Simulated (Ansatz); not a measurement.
Mulliken charges of C2H6S2 (`SCCS`) from PBE/def2-TZVPP in Ansatz (PBE0-D4/def2-TZVP geometry).

```
atom   x (Å)   y (Å)   z (Å)  charge (e)
  S1  -0.952   1.452  -1.412      -0.193
  C2  -0.197   0.756   0.081      -0.112
  C3  -0.182  -0.758   0.088      -0.112
  S4   0.437  -1.456   1.643      -0.193
  H5  -0.016   1.030  -2.277       0.098
  H6  -0.801   1.131   0.909       0.110
  H7   0.809   1.161   0.207       0.097
  H8   0.400  -1.152  -0.747       0.097
  H9  -1.197  -1.146  -0.015       0.110
 H10   1.700  -1.017   1.523       0.098
```

**Question.** By hand: the dipole of these point charges (1 e Å = 4.8032 D).

**Answer.** Σ q r = (0.204, 0.001, -0.091) e Å, of length 0.223 e Å = 1.07 D.

**Question.** How does the dipole of the full density compare? (Best estimate.)

**Answer.** The calculation gave: (0.250, 0.002, -0.112) e Å, 1.32 D; the point charges give 0.81 times that, at 0° from its direction.

Point charges leave out the atoms' own dipoles, such as those of lone pairs, and Mulliken's split depends on the basis, so the two needn't agree.
